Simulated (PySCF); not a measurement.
**C(OH)₂ + Cl₂ → CO₂ + 2 HCl**

Level: PBE0 in the def2-TZVP basis family, all electrons, no relativity, computed in PySCF with density fitting; open shells unrestricted.

```json
{"species": "C(OH)₂", "state and structure": "singlet, C2v, C–O 1.317 Å (×2), O–H 0.962 Å (×2); C–O–H 106.4° (×2), O–C–O 105.2°", "E (Eh)": "-189.57100", "ZPE (kJ/mol)": "89.3", "H(298 K) − H(0) (kJ/mol)": "11.0", "S° (J/(mol K))": "242.9"}
{"species": "Cl₂", "state and structure": "singlet, D∞h, Cl–Cl 1.982 Å", "E (Eh)": "-920.08940", "ZPE (kJ/mol)": "3.5", "H(298 K) − H(0) (kJ/mol)": "9.1", "S° (J/(mol K))": "222.5"}
{"species": "CO₂", "state and structure": "singlet, D∞h, C–O 1.157 Å (×2)", "E (Eh)": "-188.46656", "ZPE (kJ/mol)": "31.3", "H(298 K) − H(0) (kJ/mol)": "9.3", "S° (J/(mol K))": "213.5"}
{"species": "HCl", "state and structure": "singlet, C∞v, H–Cl 1.279 Å", "E (Eh)": "-460.66440", "ZPE (kJ/mol)": "17.9", "H(298 K) − H(0) (kJ/mol)": "8.7", "S° (J/(mol K))": "186.6"}
```

**Question.** What is the electronic reaction energy?

**Answer.** At PBE0/def2-TZVP, ΔE = -354.3 kJ/mol from the differences of the total energies times 2625.5, downhill. 

**Question.** Add zero-point, thermal and entropy terms for 298.15 K and 1 bar.

**Answer.** ΔZPE = -25.7 and Δ[H(298) − H(0)] = 6.6 kJ/mol give ΔH° = -373.4 kJ/mol. ΔS° = 121.3 J/(mol K), so ΔG° = -373.4 − 298.15 × (0.1213) = -410 kJ/mol.

Each species is the lowest minimum found with this bonding; other isomers or fragments can lie lower.
